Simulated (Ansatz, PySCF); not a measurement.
LiH, SMILES [LiH]. Atoms are numbered in the order given.

```xyz
2

Li     0.0000     0.0000    -0.4545
H      0.0000     0.0000     1.1417
```
Charge 0, spin multiplicity 1.

Coordinates come from a PBE0-D3(BJ)/def2-TZVPD optimisation.

Two levels are set side by side: PBE-D3(BJ)/def2-TZVPD (Ansatz, a first-principles code) and PBE0-D3(BJ)/def2-TZVPD (Ansatz). Each level has its own optimised geometry; the coordinates shown are those of the second. Frequencies come from the Hessian of PySCF at each geometry. Differences are taken from unrounded values.

| quantity | PBE0-D3(BJ) | PBE-D3(BJ) | PBE-D3(BJ) minus PBE0-D3(BJ) |
|---|---|---|---|
| bond Li1–H2 (Å) | 1.596 | 1.604 | 0.007 |
| highest harmonic wavenumber (cm⁻¹) | 1416 | 1384 | -32 |
| mean harmonic wavenumber (cm⁻¹) | 1416 | 1384 | -32 |
| zero-point energy (kcal/mol) | 2.02 | 1.98 | -0.05 |
